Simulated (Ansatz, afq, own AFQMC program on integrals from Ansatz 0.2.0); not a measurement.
## NH$_{2}$S, doublet: AFQMC among the cluster methods

```yaml
atoms:
  - { symbol: N, position_ang: [0.0000, -0.2127, 1.2401] }
  - { symbol: S, position_ang: [0.0000, 0.1075, -0.5637] }
  - { symbol: H, position_ang: [0.0000, 0.7155, 1.6716] }
  - { symbol: H, position_ang: [0.0000, -1.1782, -0.9704] }
```

Connectivity, by distances: NH–SH.

Basis cc-pVDZ. Only valence electrons are correlated. AFQMC by an in-house program on the Cholesky factors that Ansatz 0.2.0 writes for its CCSD(T) run. ph-AFQMC/CISD is guided by a CISD state made of CCSD amplitudes; releasing the constraint for a short imaginary time cuts its bias at the price of noise, slowly where states lie close. ± is one standard error of the sampling.

Determinant: UHF, the one that the program's search chose, which needn't be the lowest solution. The geometry is a point of a scan.

No full CI on the walks' own integrals is used here; CCSDT(Q) serves as the reference and is uncertain by about the last step of the cluster series.

The T1 diagnostic is 0.0318, the weight of the determinant in the CISD state is 0.854 and the ⟨S²⟩ of the determinant is 0.776. The size of the correlated space is 13 electrons in 36 orbitals.

Reference: CCSDT(Q), correlation energy -8.743 eV. The released energy is read at 2.40 1/Eh (meV from the phaseless value at times in 1/Eh: 12 ± 20 at 0.24, -19 ± 17 at 0.51, -4 ± 15 at 0.99, 7 ± 23 at 1.62, 19 ± 32 at 2.40).

```tsv
level	E − E(reference) (kcal/mol)	share of correlation (%)
HF	201.62	0.00
MP2	29.65	85.30
CCSD	7.31	96.38
CCSD(T)	1.38	99.32
CCSDT	0.56	99.72
ph-AFQMC/CISD	-0.37 ± 0.48	100.19
released AFQMC	0.05 ± 0.74	99.97
```

A walk keeps the symmetry of its determinant, which the program's search chose and which needn't be the lowest solution, so a lower state of the same spin and another symmetry isn't excluded. Released energies are given only where the last usable release times agree within the noise; a slower fall can still hide under it.
